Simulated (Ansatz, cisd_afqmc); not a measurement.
System: PH$_{2}$, charge 0, doublet. PH2 (SMILES [PH2], doublet).
B3LYP-D3(BJ)/def2-TZVP minimum from Ansatz (a first-principles code):
```xyz
3

P      0.0052    -0.0015     0.1165
H     -0.0501     1.0329    -0.8596
H     -0.0274    -1.0099    -0.8876
```
Charge 0, spin multiplicity 2.

Total energies in cc-pV(T+d)Z, 7 correlated electrons, 5 frozen orbitals. Radicals and triplets start from unrestricted determinants; spin-orbit coupling is neglected. Cores are frozen in correlated methods. No relativity. AFQMC/CISD: phaseless, guided by CISD from CCSD amplitudes; bars are statistical, one sigma. Outlying blocks are dropped, and bars are widened where a walk drifts. Over all cases where full CI ran beside it in this data, AFQMC minus full CI had a median of +0.1 mEh and passed +0.4 mEh in a tenth of the cases.

| method | program | energy (Eh) | minus CCSDT(Q) (mEh) |
|---|---|---|---|
| HF | Ansatz | -341.88871 | 170.94 |
| MP2 | Ansatz | -342.02592 | 33.73 |
| CCSD | Ansatz | -342.05296 | 6.69 |
| CCSD(T) | Ansatz | -342.05854 | 1.11 |
| CCSDT(Q) | Ansatz | -342.05965 | 0.00 |
| AFQMC/CISD | cisd_afqmc | -342.0593 ± 0.0001 | 0.3 ± 0.1 |

Rough core times of Ansatz's runs on a shared machine: CCSD(T) under 20 s, CCSDT(Q) 40 s.
